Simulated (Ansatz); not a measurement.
**AlSiH5 (singlet): wave-function methods side by side at distance Al1–H4 along a hydrogen transfer = 1.475 Å, cc-pVDZ**

One table from this session's results is given with a row withheld; the runs are named, their logs left out.

Computed with Ansatz 0.2.0, Gaussian basis. Level: cc-pVDZ, core rule «outside noble gas», up to 10 orbitals frozen.

Plan: UHF; CCSD(T) on RHF; CCSD(T) on UHF; BCCD(T) on RHF; CISD; CCSDT(Q) on RHF; CCSDT(Q) on UHF; CASSCF and NEVPT2, 2 electrons in 2 orbitals; CASSCF and NEVPT2, 8 electrons in 8 orbitals.

7 further runs of the same task are left out: 1 for a known fault of the program, 6 that didn't finish.

## The geometry

The geometry derives from fragments relaxed apart (PBE0/def2-TZVP) and kept rigid, so it is no stationary point. A hydrogen atom is moved between rigid fragments.

7 atoms, charge 0, spin multiplicity 1.

Atoms are counted from 1 here; the program's logs count them from 0.

Bond lengths: Al1–H2 1.586 Å, Al1–H3 1.586 Å, Al1–H4 1.475 Å, Si5–H6 1.526 Å, Si5–H7 1.526 Å. Angles: H2–Al1–H3 120.0°, H2–Al1–H4 120.0°, H3–Al1–H4 120.0°, H6–Si5–H7 91.2°.

The first run:

The input, in.yaml:

```yaml
crystal:
  periodic: [false, false, false]
  atoms:
    - {symbol: Al, position_ang: [-1.982805, 0.029322, 0.000000]}
    - {symbol: H, position_ang: [-2.775729, 1.402706, 0.000000]}
    - {symbol: H, position_ang: [-2.775729, -1.344062, 0.000000]}
    - {symbol: H, position_ang: [-0.507805, 0.029322, 0.000000]}
    - {symbol: Si, position_ang: [1.939195, 0.029322, 0.000000]}
    - {symbol: H, position_ang: [2.551375, -0.844962, 1.090012]}
    - {symbol: H, position_ang: [2.551375, -0.844962, -1.090012]}
basis:
  gaussian: {orbitals: cc-pVDZ}
magnetization: {spin_polarized: true, initial_magnetization: 0}
hamiltonian: {xc: hf}
output: {orbitals: {seedname: orbitals}}
```

Command:

```console
ansatz run in.yaml --threads 1 --pin off --events-out ev --progress --plain --max-ram 2393MiB
```

Among the steps run: UHF; CCSD(T) on RHF; CCSD(T) on UHF; BCCD(T) on RHF; CISD; CCSDT(Q) on RHF; CCSDT(Q) on UHF; CASSCF and NEVPT2, 2 electrons in 2 orbitals; CASSCF and NEVPT2, 8 electrons in 8 orbitals.

One of the session's tables, all rows but one given; the rest of the session is left out.

```
         method  from RCCSDT(Q) (kJ/mol)
            RHF                   +593.1
            UHF                   +588.9
           RMP2                        ?
           CISD                    +67.7
          RCCSD                    +13.3
       RCCSD(T)                     +3.2
        BCCD(T)                     +3.1
         RCCSDT                     +0.4
      RCCSDT(Q)                        0
    CASSCF pair                   +546.0
    NEVPT2 pair                   +143.6
CASSCF frontier                   +432.1
NEVPT2 frontier                   +130.2
```

Estimate the missing values for RMP2.

The run gave: from RCCSDT(Q) (kJ/mol): +148.7. In the column «from RCCSDT(Q) (kJ/mol)» it lies between NEVPT2 pair (+143.6) and CASSCF frontier (+432.1).

Not comparable, so not listed: CCSD(T) on UHF; CCSDT(Q) on UHF (they don't share determinant, frozen orbitals or solution with the rows shown, or repeat one).

Caveats from the session: Warnings: restricted reference is unstable; spin contamination.
